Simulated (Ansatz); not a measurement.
Energy needed to pull apart BSiH3F (SMILES [BH][SiH2]F), doublet, into free ground-state atoms, from the structure below (at a frame of a short PBE0-D4/def2-SVP trajectory); no zero-point or spin–orbit terms; open-shell atoms are treated unrestricted, in their ground-state multiplicity.

| atom | x (Å) | y (Å) | z (Å) |
| --- | --- | --- | --- |
| B1 | -1.2832 | 0.2266 | -0.7327 |
| Si2 | 0.4832 | 0.0962 | 0.2472 |
| F3 | 0.9001 | -1.4056 | 0.6492 |
| H4 | -2.2324 | -0.3997 | -0.9893 |
| H5 | 1.4829 | 0.6677 | -0.7327 |
| H6 | 0.3165 | 0.8876 | 1.5276 |

Program: Ansatz 0.2.0. Basis: def2-TZVPP. Cores are frozen in the correlated methods; orbitals are unrestricted.

```json
{"method": "PBE-D4", "atomization energy (eV)": "19.11"}
{"method": "r2SCAN-D4", "atomization energy (eV)": "19.22"}
{"method": "PBE0-D4", "atomization energy (eV)": "?"}
{"method": "wB97M-V", "atomization energy (eV)": "?"}
{"method": "HF", "atomization energy (eV)": "14.83"}
{"method": "MP2", "atomization energy (eV)": "18.76"}
{"method": "CCSD", "atomization energy (eV)": "18.28"}
{"method": "CCSD(T)", "atomization energy (eV)": "18.46"}
```

What does wB97M-V give? (Judge from chemistry; the value comes from the calculation.)

Computed: 18.99 eV, which is about 0.52 eV more than CCSD(T)/def2-TZVPP.

What does PBE0-D4 give? (To be estimated.)

By the calculation: 18.89 eV, which is about 0.42 eV more than CCSD(T)/def2-TZVPP.

In triple zeta the MP2 and coupled-cluster atomization energies are still short of their basis limit by a few kcal/mol a bond, whereas those of the functionals are nearly converged, so these differences are not deviations from converged CCSD(T).

The T1 diagnostic stays at or below 0.014. ⟨S²⟩ of the unrestricted Hartree–Fock references: 0.76 (a pure state has 0.75).

For scale, one of the runs: CCSD(T)/def2-TZVPP forces, 146 basis functions, launched by `ansatz run in.yaml --threads 2 --pin off --events-out ev --progress --plain --max-ram 3481MiB`. The run took 7.3 min on 2 CPU threads of an Intel Xeon Platinum 8259CL (shared host), with 2 GiB of host memory at its peak.
